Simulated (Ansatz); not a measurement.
Reaction (SMILES): C=[SiH2] (CH2-SiH2) + 2 [H][H] (H2) → C (CH4) + [SiH4] (SiH4)
B3LYP-D3(BJ)/def2-TZVP geometries, fixed; electronic energies without zero-point terms.

Basis-set convergence of the energy of full hydrogenation at CCSD(T) with Ansatz (a program for electronic structure). All functions are spherical. Cores are frozen. A restricted Hartree-Fock determinant is unstable towards unrestricted orbitals. No added dispersion term, no relativity. Functions are those of the species that has most. Reference: Hartree-Fock in cc-pV(Q+d)Z plus the correlation part extrapolated as X^-3 from cc-pV(T+d)Z and cc-pV(Q+d)Z, -64.70 kcal/mol, itself unsure by roughly 0.12 kcal/mol (a third of the extrapolation step and of the last Hartree-Fock step). Deviations are taken from unrounded values.

```
basis        functions  energy of full hydrogenation (kcal/mol)  minus reference (kcal/mol)
-----------  ---------  ---------------------------------------  --------------------------
def2-SV(P)          40                                   -60.01                        4.68
def2-SVP            52                                   -68.89                       -4.19
def2-SVPD           76                                   -68.27                       -3.57
def2-TZVP           92                                   -63.52                        1.18
def2-TZVPD         116                                   -63.04                        1.66
def2-TZVPP         129                                   -64.98                       -0.28
def2-TZVPPD        153                                   -64.75                       -0.05
def2-QZVPP         247                                   -64.60                        0.10
def2-QZVPPD        271                                   -64.54                        0.16
```

The smallest set listed that lies within 2 kcal/mol of the reference with all its larger relatives (same family, alike in diffuse functions; a set with none counts only in the reference's own line) is def2-TZVP (92 functions, 1.18 kcal/mol off).
